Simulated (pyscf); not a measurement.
Thermochemistry of product channels of H₃Si–O–SiH₃ + HF on the singlet surface, in kJ/mol, from ωB97M-D3(BJ)/def2-TZVP energies (ideal gas, 1 atm, RRHO with modes under 100 cm⁻¹ raised to 100, one conformer, R ln 2 for rigid chiral ones). Structures and frequencies: ωB97X-D3(BJ)/def2-SVP in PySCF.

```csv
products,ΔE,ΔH(298 K),ΔG(298 K),ΔG(600 K)
F–SiH₂–O–SiH₃ + H₂,-137.1,-145.8,-137.5,?
F–SiH₃ + HO–SiH₃,-27.3,-26.6,-27.8,?
```

Question: Some entries are withheld; supply them.

Answer: 
- F–SiH₂–O–SiH₃ + H₂, ΔG(600 K): -130.0
- F–SiH₃ + HO–SiH₃, ΔG(600 K): -27.9

These are energies of the channels, which say nothing of barriers.
